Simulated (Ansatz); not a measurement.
Isomers

Structures of Si$_{2}$H$_{5}$O (charge -1), closed shell, relaxed at PBE0-D4/def2-TZVPD (vibrations not checked; lower isomers may exist, and structures with a doubtful reference or unclear bonds are left out). Computed with Ansatz 0.2.0 (basis: def2-TZVPPD); correlated methods freeze the cores. B3LYP uses VWN-RPA correlation.

Question: Rank them by CCSD(T) energy, lowest first, and give each one's height above the lowest. Links in brackets join atoms within 1.22 times the sum of their covalent radii (1.1 for two metals). (Judge from chemistry; the value comes from the calculation.)
A.
Si₂H₅O ([OH][SiH2][SiH2]), total charge -1
```
8
angstrom
O -2.0979 1.2526 -0.4156
Si -0.6227 0.5221 -0.8347
Si 0.3192 -0.4317 1.0828
H -1.0093 -0.2794 -2.0547
H 0.2362 1.6175 -1.4297
H -2.1320 1.3073 0.5441
H 1.7326 -0.5222 0.5013
H -0.0895 -1.8752 0.7759
```
B.
Si₂H₅O ([OH][SiH][SiH3]), total charge -1
```
8
angstrom
O -1.4051 0.4390 -1.5092
Si -0.7901 1.0930 -0.0081
Si 0.7329 -0.6206 0.6835
H -2.3564 0.3874 -1.4255
H 0.3882 1.9126 -0.5672
H 1.6169 -0.1189 1.8024
H 1.7249 -1.2502 -0.2746
H 0.0888 -1.8422 1.2987
```
C.
Si₂H₅O ([SiH2][O][SiH3]), total charge -1
```
8
angstrom
Si -1.3009 0.6905 -0.5897
O -0.5200 -0.8819 -0.3315
Si 0.8423 -1.1187 0.4871
H -0.0444 1.4652 -1.0774
H 0.7623 -0.7285 1.9315
H 1.1953 -2.5815 0.4731
H -1.1313 1.2394 0.8557
H 2.0287 -0.4011 -0.0804
```

Answer: The calculation gives: C (0.0 kJ/mol), A (44.2 kJ/mol), B (82.8 kJ/mol). Heights count from the lowest.

Question: Do PBE-D4, r2SCAN-D4, PBE0-D4, B3LYP-D4, wB97M-V, HF, MP2 give the same order? (Judge from chemistry; the calculation decides.)

Answer: Computed: All do.

T1 diagnostic: at most 0.017.

For scale, one of the runs: CCSD(T)/def2-TZVPPD, 221 basis functions, launched by `ansatz run in.yaml --threads 2 --pin off --events-out ev --progress --plain --max-ram 4352MiB`. Hardware: 2 CPU threads of an Arm Neoverse V1, shared host. Wall time 92 s; peak host memory 3.2 GiB.
